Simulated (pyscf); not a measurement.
`[CH3][CH2][CH]([CH3])[OH]` → `[CH2]=[CH][CH3]` + `[CH3][OH]`, an elimination (singlet surface; C–O, C–C broken, C–O formed). Structures and frequencies: ωB97X-D3(BJ)/def2-SVP in PySCF. Energies in kJ/mol from the reactant's lowest minimum found.

Small-basis levels: PySCF, no dispersion term, spherical d functions. 

Q: Quick HF/6-31G* single points give ΔE‡ = 580.7 kJ/mol and ΔE = +111.2 kJ/mol. What does ωB97M-D3(BJ)/def2-TZVP give, and how far is the quick result from it?

A: ωB97M-D3(BJ)/def2-TZVP gives ΔE‡ = 477.3 kJ/mol and ΔE = +123.7 kJ/mol. HF/6-31G* lies 103.4 kJ/mol over it in the barrier and 12.5 kJ/mol under it in the reaction energy, so on this step it does not hold to within 12.6 kJ/mol. ωB97M-D3(BJ)/def2-TZVP has limits of its own. The same reactants have a lower exit, to •H₂C–CH₃ + H₃C–CH•–OH (no saddle counted: cutting one bond costs +374.8 kJ/mol at ωB97M-D3(BJ), against +477.3 kJ/mol here). One saddle was located; it need not be the lowest between these sides.
